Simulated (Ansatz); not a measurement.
A made-up structure of CH₂BN, closed shell:

B1  (-0.733, 0.575, -0.748)
C2  (0.030, -0.220, 0.084)
N3  (0.640, -1.027, 0.795)
H4  (-1.359, 1.277, -1.443)
H5  (-0.329, 1.573, -0.342)
(Å)

It is relaxed with PBE-D4/def2-SVP and then PBE0-D4/def2-TZVP (Ansatz 0.2.0). Atoms count as bonded within 1.22 times the sum of their covalent radii (H–H: 0.88 Å). The end point is not checked to be a true minimum.

**Question.** Does its bonding change? (A judgement: the text doesn't fix the answer.)

**Answer.** By the calculation: No: no bond forms or breaks.

Where it ends: The first stage lowers the energy by 2.10 eV in 7 steps. It ends as CH₂BN ([BH2][C][N]):
```
5
angstrom
B -0.5940 0.9197 -0.6098
C 0.0151 -0.2884 0.0864
N 0.4770 -1.2046 0.6145
H -1.3968 0.7434 -1.4684
H -0.2511 2.0078 -0.2766
```

Labels in which every atom is bracketed show which atoms are joined, not bond orders.

For scale, one of the runs: PBE0-D4/def2-TZVP relaxation, 105 basis functions, launched by `ansatz run in.yaml --threads 2 --pin off --events-out ev --progress --plain --max-ram 4352MiB`. Hardware: 2 CPU threads of an Arm Neoverse V2, shared host. Wall time about 5.5 s.
